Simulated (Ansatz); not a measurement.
# Worked example: SnH4, triplet against SnH4, singlet

Geometry (PBE0/def2-TZVP stationary point of a singlet), kept for both states:

```yaml
atoms:
  - { symbol: Sn, position_ang: [0.0000, 0.0000, 0.0000] }
  - { symbol: H, position_ang: [0.9788, 0.9872, 0.9851] }
  - { symbol: H, position_ang: [-0.9890, -0.9799, 0.9822] }
  - { symbol: H, position_ang: [-0.9784, 0.9802, -0.9924] }
  - { symbol: H, position_ang: [0.9886, -0.9875, -0.9749] }
```

Basis def2-TZVPP with its core potentials; Ansatz 0.2.0. Correlated methods freeze the noble-gas cores and the filled d shells of p-block atoms. R marks a restricted (for open shells ROHF) determinant, U an unrestricted one. No spin–orbit coupling is included; scalar relativity enters through the core potentials alone.

Full CI isn't at hand for all of this; UCCSDT(Q) serves as the reference, and is uncertain by about the last step of the cluster series.

| level | E(SnH4, singlet) (hartree) | E(SnH4, triplet) (hartree) |
| --- | --- | --- |
| UHF | -215.644333 | -215.374114 |
| UMP2 | -215.772059 | -215.490329 |
| UCCSD(T) | -215.804189 | -215.522395 |
| PBE | -216.648529 | -216.391352 |
| B3LYP | -216.748053 | -216.481054 |
| UCCSDT(Q) | -215.804926 | -215.524467 |

Problem. Give the vertical gap, SnH4 triplet less SnH4 singlet, at each level in eV (1 hartree = 27.2114 eV), and each error against UCCSDT(Q).

Solution. UCCSDT(Q): (-215.524467 − (-215.804926)) × 27.2114 = 7.632 eV (the reference)
B3LYP: (-216.481054 − (-216.748053)) × 27.2114 = 7.265 eV, error -0.367 eV
PBE: (-216.391352 − (-216.648529)) × 27.2114 = 6.998 eV, error -0.634 eV
UCCSD(T): (-215.522395 − (-215.804189)) × 27.2114 = 7.668 eV, error 0.036 eV
UMP2: (-215.490329 − (-215.772059)) × 27.2114 = 7.666 eV, error 0.034 eV
UHF: (-215.374114 − (-215.644333)) × 27.2114 = 7.353 eV, error -0.279 eV

Total energies of functionals can't be set beside those of wave-function methods, since they hold the core's correlation and their own absolute errors; only the differences compare.

Each level lands on the state that its own search finds. T1 diagnostics of restricted CCSD: 0.010 and 0.024.
